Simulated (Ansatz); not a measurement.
**Worked example: vertical energy of the triplet above the singlet of AlH3S (SMILES [AlH2][SH])**

AlH3S has 5 atoms, charge 0, and is taken as a singlet. As SMILES, `[AlH2][SH]`. The shape is that of a PBE0-D4/def2-TZVP optimisation.

```xyz
5

Al   -0.6161   -0.0642   -0.1817
S     1.1291   -0.3431    1.0966
H    -1.9817   -0.6501    0.3511
H    -0.4411    0.6960   -1.5564
H     1.9597    0.2878    0.2490
```

Both states at this one shape; open shells run unrestricted unless said. 1 Eh = 27.2114 eV.

| level | program | singlet AlH3S (Eh) | triplet AlH3S (Eh) |
| --- | --- | --- | --- |
| r2SCAN/def2-TZVP | Ansatz | -642.412267 | -642.237951 |
| B3LYP/def2-TZVP | Ansatz | -642.515945 | -642.332543 |
| RPA@PBE/def2-TZVP, 10 core orbitals frozen | Ansatz | -641.692198 | -641.528538 |

Question: Work out the vertical gap, second state less first, at each level.

Answer: 
1. r2SCAN/def2-TZVP: -642.237951 − (-642.412267) = 0.174316 Eh = 4.74 eV.
2. B3LYP/def2-TZVP: -642.332543 − (-642.515945) = 0.183402 Eh = 4.99 eV.
3. RPA@PBE/def2-TZVP: -641.528538 − (-641.692198) = 0.163660 Eh = 4.45 eV.

No measured value is set beside it here; the levels span 4.45 to 4.99 eV.
